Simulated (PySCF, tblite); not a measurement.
# C₃H₅FO: changes of charge, part 2 of 2

tblite 0.8.0 and PySCF 2.14.0. Atoms count from 0. Earlier steps stand in the parts before.

## (11) Harmonic vibrations (C3H5FO+ (doublet), FC[C@@H]1C[O+]1): PBE0-D3(BJ)/def2-SVP

Job settings and geometry (Å):

```
{"job": {"xc": "PBE0", "basis": "def2-SVP", "d3": "d3bj", "grid": 2, "kind": "hessian"}, "charge": 1, "multiplicity": 2}
F      2.201081    -0.643089     0.411781
C      1.302974     0.292339     0.085966
C     -0.063185    -0.145849     0.448665
C     -1.446665    -0.154588    -0.480204
O     -1.047305     0.790679     0.408384
H      1.336904     0.521410    -1.003738
H      1.513063     1.257955     0.599811
H     -0.184661    -1.026052     1.106904
H     -1.530880     0.173688    -1.524505
H     -2.020741    -1.022859    -0.120188
```

What it wrote:

```text
coarse grid: 8536 points
cycle   1  E = -291.2842941536  dE =  1.096e+00  |g| = 4.898e-01  |ddm| = 2.239e+00
cycle   2  E = -291.1111866402  dE =  1.731e-01  |g| = 8.392e-01  |ddm| = 1.159e+00
cycle   3  E = -291.3821800674  dE = -2.710e-01  |g| = 7.806e-02  |ddm| = 7.689e-01
cycle   4  E = -291.3837539540  dE = -1.574e-03  |g| = 4.191e-02  |ddm| = 1.083e-01
cycle   5  E = -291.3844056666  dE = -6.517e-04  |g| = 2.043e-02  |ddm| = 4.829e-02
cycle   6  E = -291.3845727214  dE = -1.671e-04  |g| = 3.827e-03  |ddm| = 1.808e-02
cycle   7  E = -291.3845932259  dE = -2.050e-05  |g| = 2.402e-03  |ddm| = 9.991e-03
cycle   8  E = -291.3845995340  dE = -6.308e-06  |g| = 1.183e-03  |ddm| = 5.922e-03
final grid: 83296 points
cycle   9  E = -291.4293020842  dE = -1.085e-05  |g| = 7.009e-03  |ddm| = 1.367e-02
cycle  10  E = -291.4292619713  dE =  4.011e-05  |g| = 1.261e-02  |ddm| = 1.376e-02
cycle  11  E = -291.4293222531  dE = -6.028e-05  |g| = 8.002e-04  |ddm| = 8.638e-03
cycle  12  E = -291.4293225928  dE = -3.397e-07  |g| = 2.901e-04  |ddm| = 9.000e-04
cycle  13  E = -291.4293226481  dE = -5.525e-08  |g| = 1.686e-04  |ddm| = 3.693e-04
cycle  14  E = -291.4293226878  dE = -3.968e-08  |g| = 8.286e-05  |ddm| = 4.336e-04
cycle  15  E = -291.4293226998  dE = -1.202e-08  |g| = 1.861e-05  |ddm| = 3.113e-04
cycle  16  E = -291.4293227006  dE = -7.895e-10  |g| = 7.064e-06  |ddm| = 8.708e-05
cycle  17  E = -291.4293227006  dE = -4.957e-11  |g| = 2.374e-06  |ddm| = 1.613e-05
converged SCF energy = -291.4293227006

mode    cm-1
  1      85.9
  2     246.6
  3     282.2
  4     426.1
  5     529.0
  6     634.9
  7     780.8
  8     940.9
  9     979.4
 10    1055.7
 11    1108.1
 12    1166.6
 13    1204.5
 14    1223.4
 15    1269.9
 16    1325.0
 17    1353.3
 18    1443.5
 19    1503.6
 20    2966.5
 21    3006.7
 22    3088.6
 23    3114.8
 24    3257.1
ZPE 197.343  H(298)-E 214.201  G(298)-E 120.867 kJ/mol  S 313.04 J/(mol K)
```

It took 4.2 min on 1 thread of Arm Neoverse V2, shared host; peak memory 1.6 GiB.

Zero-point energy 197.34 kJ/mol (xTB gave 188.21).

## (12) Single point (C₃H₅FO): wB97X-D3(BJ)/ma-def2-TZVP

Geometry: PBE0-D3(BJ)/def2-SVP, that of another charge or spin state.

Settings changed since step 11:

```diff
@@ -1,2 +1,2 @@
-{"job": {"xc": "PBE0", "basis": "def2-SVP", "d3": "d3bj", "grid": 2, "kind": "hessian"}, "charge": 1, "multiplicity": 2}
+{"job": {"kind": "sp", "xc": "wB97X", "basis": "ma-def2-TZVP", "d3": "d3bj", "grid": 2}, "charge": 0, "multiplicity": 1}
 F      2.201081    -0.643089     0.411781
```

What it wrote:

```text
coarse grid: 8536 points
cycle   1  E = -292.4045975707  dE =  9.366e-01  |g| = 7.286e-01  |ddm| = 2.288e+00
cycle   2  E = -292.4043807308  dE =  2.168e-04  |g| = 7.976e-01  |ddm| = 8.345e-01
cycle   3  E = -292.5012161742  dE = -9.684e-02  |g| = 5.033e-02  |ddm| = 3.892e-01
cycle   4  E = -292.5016766462  dE = -4.605e-04  |g| = 1.771e-02  |ddm| = 5.652e-02
cycle   5  E = -292.5017465105  dE = -6.986e-05  |g| = 6.843e-03  |ddm| = 2.175e-02
cycle   6  E = -292.5017560837  dE = -9.573e-06  |g| = 1.947e-03  |ddm| = 8.715e-03
final grid: 83296 points
cycle   7  E = -292.4971968185  dE = -4.821e-05  |g| = 7.850e-03  |ddm| = 4.107e-02
cycle   8  E = -292.4971959461  dE =  8.724e-07  |g| = 8.173e-03  |ddm| = 7.820e-03
cycle   9  E = -292.4972052161  dE = -9.270e-06  |g| = 4.906e-04  |ddm| = 3.862e-03
cycle  10  E = -292.4972052594  dE = -4.333e-08  |g| = 1.939e-04  |ddm| = 5.277e-04
cycle  11  E = -292.4972052673  dE = -7.933e-09  |g| = 4.841e-05  |ddm| = 2.152e-04
converged SCF energy = -292.4972052673
```

Run time: 8.6 s. Hardware: 1 thread of Arm Neoverse V2, shared host; peak memory 0.67 GiB.

## (13) Single point (C₃H₅FO+ (doublet), FC[C@@H]1C[O+]1): wB97X-D3(BJ)/ma-def2-TZVP

Geometry: PBE0-D3(BJ)/def2-SVP.

Settings changed since step 12:

```diff
@@ -1,2 +1,2 @@
-{"job": {"kind": "sp", "xc": "wB97X", "basis": "ma-def2-TZVP", "d3": "d3bj", "grid": 2}, "charge": 0, "multiplicity": 1}
+{"job": {"kind": "sp", "xc": "wB97X", "basis": "ma-def2-TZVP", "d3": "d3bj", "grid": 2}, "charge": 1, "multiplicity": 2}
 F      2.201081    -0.643089     0.411781
```

What it wrote:

```text
final grid: 83296 points
cycle   1  E = -292.1325027728  dE = -2.678e-02  |g| = 2.332e-01  |ddm| = 4.600e-01
cycle   2  E = -292.1365068114  dE = -4.004e-03  |g| = 2.220e-01  |ddm| = 2.395e-01
cycle   3  E = -292.1530902140  dE = -1.658e-02  |g| = 3.547e-02  |ddm| = 1.182e-01
cycle   4  E = -292.1535777293  dE = -4.875e-04  |g| = 5.792e-03  |ddm| = 2.031e-02
cycle   5  E = -292.1536348543  dE = -5.713e-05  |g| = 3.452e-03  |ddm| = 1.177e-02
cycle   6  E = -292.1536543399  dE = -1.949e-05  |g| = 1.650e-03  |ddm| = 6.245e-03
cycle   7  E = -292.1536608206  dE = -6.481e-06  |g| = 7.759e-04  |ddm| = 3.913e-03
cycle   8  E = -292.1536624349  dE = -1.614e-06  |g| = 3.426e-04  |ddm| = 2.252e-03
cycle   9  E = -292.1536628053  dE = -3.703e-07  |g| = 1.606e-04  |ddm| = 1.171e-03
cycle  10  E = -292.1536628877  dE = -8.244e-08  |g| = 1.025e-04  |ddm| = 3.565e-04
cycle  11  E = -292.1536629419  dE = -5.419e-08  |g| = 6.013e-05  |ddm| = 3.798e-04
cycle  12  E = -292.1536629583  dE = -1.643e-08  |g| = 3.580e-05  |ddm| = 1.967e-04
cycle  13  E = -292.1536629647  dE = -6.372e-09  |g| = 1.536e-05  |ddm| = 1.652e-04
converged SCF energy = -292.1536629647
```

It took 23 s on 1 thread of Arm Neoverse V2, shared host; peak memory 0.78 GiB.

## (14) Single point (C₃H₅FO): wB97X-D3(BJ)/ma-def2-TZVP in acetonitrile

Geometry: PBE0-D3(BJ)/def2-SVP.

Job settings and geometry (Å):

```
{"job": {"kind": "sp", "xc": "wB97X", "basis": "ma-def2-TZVP", "d3": "d3bj", "grid": 2, "solvent": "acetonitrile"}, "charge": 0, "multiplicity": 1}
F      1.929134    -0.825485    -0.433126
C      1.194168     0.295980    -0.150723
C     -0.087453    -0.089275     0.529733
C     -1.319371    -0.290284    -0.231323
O     -1.096436     0.891734     0.506848
H      0.969082     0.839354    -1.083892
H      1.790409     0.956649     0.501771
H      0.033700    -0.622614     1.483540
H     -1.301978    -0.182582    -1.323720
H     -2.094287    -0.958994     0.162944
```

What it wrote:

```text
final grid: 83296 points
cycle   1  E = -292.5486021237  dE = -7.260e-04  |g| = 2.116e-02  |ddm| = 1.691e-01
cycle   2  E = -292.5486462158  dE = -4.409e-05  |g| = 2.228e-02  |ddm| = 4.544e-02
cycle   3  E = -292.5487239466  dE = -7.773e-05  |g| = 2.571e-03  |ddm| = 1.230e-02
cycle   4  E = -292.5487285205  dE = -4.574e-06  |g| = 9.184e-04  |ddm| = 1.208e-02
cycle   5  E = -292.5487287542  dE = -2.337e-07  |g| = 4.164e-04  |ddm| = 1.688e-03
cycle   6  E = -292.5487287909  dE = -3.664e-08  |g| = 7.162e-05  |ddm| = 4.564e-04
cycle   7  E = -292.5487287934  dE = -2.574e-09  |g| = 2.868e-05  |ddm| = 2.067e-04
converged SCF energy = -292.5487287934
```

It took 8.9 s on 1 thread of Arm Neoverse V2, shared host; peak memory 0.75 GiB.

## (15) Single point (C₃H₅FO+ (doublet), FC[C@@H]1C[O+]1): wB97X-D3(BJ)/ma-def2-TZVP in acetonitrile

Geometry: PBE0-D3(BJ)/def2-SVP.

Job settings and geometry (Å):

```
{"job": {"kind": "sp", "xc": "wB97X", "basis": "ma-def2-TZVP", "d3": "d3bj", "grid": 2, "solvent": "acetonitrile"}, "charge": 1, "multiplicity": 2}
F      2.201081    -0.643089     0.411781
C      1.302974     0.292339     0.085966
C     -0.063185    -0.145849     0.448665
C     -1.446665    -0.154588    -0.480204
O     -1.047305     0.790679     0.408384
H      1.336904     0.521410    -1.003738
H      1.513063     1.257955     0.599811
H     -0.184661    -1.026052     1.106904
H     -1.530880     0.173688    -1.524505
H     -2.020741    -1.022859    -0.120188
```

What it wrote:

```text
final grid: 83296 points
cycle   1  E = -292.2588238569  dE = -1.625e-03  |g| = 2.219e-02  |ddm| = 1.593e-01
cycle   2  E = -292.2589371547  dE = -1.133e-04  |g| = 2.187e-02  |ddm| = 4.488e-02
cycle   3  E = -292.2590813156  dE = -1.442e-04  |g| = 2.995e-03  |ddm| = 1.051e-02
cycle   4  E = -292.2590933553  dE = -1.204e-05  |g| = 1.560e-03  |ddm| = 8.528e-03
cycle   5  E = -292.2590960137  dE = -2.658e-06  |g| = 6.508e-04  |ddm| = 2.650e-03
cycle   6  E = -292.2590967284  dE = -7.147e-07  |g| = 3.479e-04  |ddm| = 1.046e-03
cycle   7  E = -292.2590970276  dE = -2.992e-07  |g| = 1.367e-04  |ddm| = 8.933e-04
cycle   8  E = -292.2590970748  dE = -4.725e-08  |g| = 3.911e-05  |ddm| = 4.144e-04
cycle   9  E = -292.2590970783  dE = -3.413e-09  |g| = 1.934e-05  |ddm| = 1.079e-04
converged SCF energy = -292.2590970783
```

It took 17 s on 1 thread of Arm Neoverse V2, shared host; peak memory 0.76 GiB.

## (16) Changes of charge: wB97X-D3(BJ)/ma-def2-TZVP

This step combines the energies above: geometries from PBE0-D3(BJ)/def2-SVP, zero-point and thermal terms from PBE0-D3(BJ)/def2-SVP.

Job settings and geometry (Å):

```
{"job": {"kind": "rx", "dirs": [1], "geom": {"xc": "PBE0", "basis": "def2-SVP", "d3": "d3bj", "grid": 1}, "hess": 1, "level": {"xc": "wB97X", "basis": "ma-def2-TZVP", "d3": "d3bj", "solvents": ["acetonitrile"]}}, "charge": 0, "multiplicity": 1}
F      1.929134    -0.825485    -0.433126
C      1.194168     0.295980    -0.150723
C     -0.087453    -0.089275     0.529733
C     -1.319371    -0.290284    -0.231323
O     -1.096436     0.891734     0.506848
H      0.969082     0.839354    -1.083892
H      1.790409     0.956649     0.501771
H      0.033700    -0.622614     1.483540
H     -1.301978    -0.182582    -1.323720
H     -2.094287    -0.958994     0.162944
```

Output (the driver's rows laid out field by field):

```text
ionisation and electron attachment, wB97X-D3(BJ)/ma-def2-TZVP // PBE0-D3(BJ)/def2-SVP

row 1
  change                  oxidation
  charge                  1
  multiplicity            2
  vertical_ev             10.862
  vertical_s2             0.755
  formula                 C3H5FO
  smiles                  FC[C@@H]1C[O+]1
  kept                    yes
  pieces                  1
  point_group             C1
  adiabatic_electronic_ev 10.544
  adiabatic_ev            10.4311
  free_energy_ev          10.4053
  s2                      0.754
  bonds_moved             2 3 1.462 1.666; 3 4 1.411 1.357; 2 4 1.407 1.359; 0 1 1.37 1.337
  spin_on                 3 C 0.343; 4 O 0.313; 2 C 0.248
  charge_moved            4 O 0.267; 3 C 0.139; 2 C 0.135; 7 H 0.094
  vertical_back_ev        9.3483
  relaxation_parent_ev    1.1957
  relaxation_ion_ev       0.318
  reorganisation_ev       1.5137
  solution                solvent acetonitrile, absolute_potential_v 7.7426, solvation_parent_kj -19.9, solvation_ion_kj -276.82
```

It took 9.5 min on 1 thread of Arm Neoverse V2, shared host; peak memory 0.76 GiB.

Energy taken up on oxidation, or given off on reduction (eV; adiabatic with zero-point energy):

```
                    change          product  vertical  adiabatic  free energy  reorganisation  ⟨S²⟩
oxidation (multiplicity 2)  FC[C@@H]1C[O+]1     10.86      10.43        10.41            1.51  0.75
```

On oxidation to multiplicity 2 charge changes most on O4 (+0.27 e), C3 (+0.14 e), C2 (+0.14 e); the spin sits on C3 (0.34), O4 (0.31), C2 (0.25); the bond C2–C3 goes from 1.462 to 1.666 Å; the absolute potential is 7.74 V in acetonitrile.

## (17) What came out

What follows sums up all 2 parts.

| quantity | value |
| --- | --- |
| strongest single infrared mode (GFN2-xTB) | 1046 cm⁻¹, 104 km/mol |
| zero-point energy (GFN2-xTB) | 47.9 kcal/mol |
| point group | C1 |
| rotational constants (main isotopes) | 14.72, 3.19, 2.92 GHz |
| ionisation energy (wB97X-D3(BJ)/ma-def2-TZVP) | vertical 10.86 eV, adiabatic 10.43 eV |

What this shows: No mode is imaginary among the 24: a minimum at this level. The strongest single mode, at 1046 cm⁻¹, is spread over many atoms; the largest shares are those of C1, F0. Unscaled tight-binding wavenumbers are off by several per cent, some by more. Its intensities can rank the bands wrongly. The optimisation took 5 steps and gained 0.033 eV; among the close pairs (by a distance rule), C2–O4 changed most, from 1.393 to 1.407 Å (PBE0/def2-SVP). At wB97X-D3(BJ)/ma-def2-TZVP, relaxation with the zero-point term after oxidation moves the energy taken up from 10.86 eV (vertical) to 10.43 eV (adiabatic, with zero-point energy).
